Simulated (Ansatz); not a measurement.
# Relaxing PtPb₃

Level of theory: DFT r2SCAN, scalar-relativistic, plane waves, PAW in Ansatz. Cutoff 500 eV, Γ-centred k mesh, Gaussian smearing, no spin polarisation in the final step.

PtPb₃ was placed on the Cu3Au (L1_2) structure type (Pm-3m, No. 221), with Pt in place of Au, Pb in place of Cu, at a guessed volume.

```xyz
4
Lattice="4.9454 0.0000 0.0000 0.0000 4.9454 0.0000 0.0000 0.0000 4.9454" Properties=species:S:1:pos:R:3 pbc="T T T"
Pt    0.0000    0.0000    0.0000
Pb    0.0000    2.4727    2.4727
Pb    2.4727    0.0000    2.4727
Pb    2.4727    2.4727    0.0000
```

Cell and atoms relax at zero pressure; the relaxation can't lower the symmetry of the start. After a coarse first stage the cell is made exact in the group found at 0.06 Å.

Energies over the elements count from the elements' standard structures at the same level, with no empirical corrections.

Problem. Which crystal results?

Solution. It keeps Pm-3m (No. 221). The result has the Cu3Au (L1_2) structure. Conventional cell: a = 4.662 Å. Pt is coordinated by 12 Pb at 3.30 Å; around Pb lie 4 Pt at 3.30 Å and 8 Pb at 3.30 Å.

```
Pt Pb
1.0
     4.66248    0.00000    0.00000
     0.00000    4.66248    0.00000
     0.00000    0.00000    4.66248
Pt Pb
1 3
Direct
  0.00000 0.00000 0.00000
  0.00000 0.50000 0.50000
  0.50000 0.00000 0.50000
  0.50000 0.50000 0.00000
```

Problem. What are its volume, energy, density and gap?

Solution. The volume per atom is 25.34 Å³, the density is 13.38 g/cm³ and the energy over the elements is 0.11 eV/atom. The gap on the 10×10×10 mesh is 0 eV (a metal).

The final run used a 10×10×10 mesh on its 4-atom cell and 0.10 eV smearing. For metals, differences of a few meV/atom aren't resolved. Spin–orbit coupling is left out. Symmetry constrained the relaxation, so the result can be a saddle point.

Cost: 3 runs of about 2.8 core-minutes in all, on Arm Neoverse V1 (shared hosts).